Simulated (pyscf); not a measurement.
H₃C–CH₂–OH → CH₄ + :HC–OH [singlet], a 1,1-elimination (singlet surface; C–C, C–H broken, C–H formed). PySCF, gas phase, ωB97X-D3(BJ)/def2-SVP geometries. MP2 and CC: frozen core, UHF for open shells. ΔMP2 is the change of the MP2 total energy from the triple- to the quadruple-zeta basis. Energies in kJ/mol from the reactant's lowest minimum found.

Small-basis levels: PySCF, no dispersion term, spherical d functions. 

**Question.** In single points B3LYP/6-31G* puts the saddle at 372.8 kJ/mol and the reaction energy at +282.0 kJ/mol. Should these be trusted to within a few kcal/mol? Compare with CCSD(T)/def2-TZVPP + ΔMP2(QZVPP).

**Answer.** CCSD(T)/def2-TZVPP + ΔMP2(QZVPP) gives ΔE‡ = 374.5 kJ/mol and ΔE = +282.0 kJ/mol. B3LYP/6-31G* lies 1.7 kJ/mol under it in the barrier and 0.1 kJ/mol over it in the reaction energy, so on this step it holds to within 12.6 kJ/mol. CCSD(T)/def2-TZVPP + ΔMP2(QZVPP) has limits of its own. The same reactants have a lower exit, to H₂C=CH₂ + H₂O (barrier +291.5 kJ/mol at ωB97M-D3(BJ)/def2-TZVP, against +374.6 kJ/mol here). :HC–OH [singlet] lies 212.3 kJ/mol over its isomer H₂C=O (electronic energy, ωB97M-D3(BJ)/def2-TZVP). This is the saddle that the search found; another between the same sides may lie lower. The CCSD(T) − MP2 part came from Ansatz, without density fitting, on the same reference.
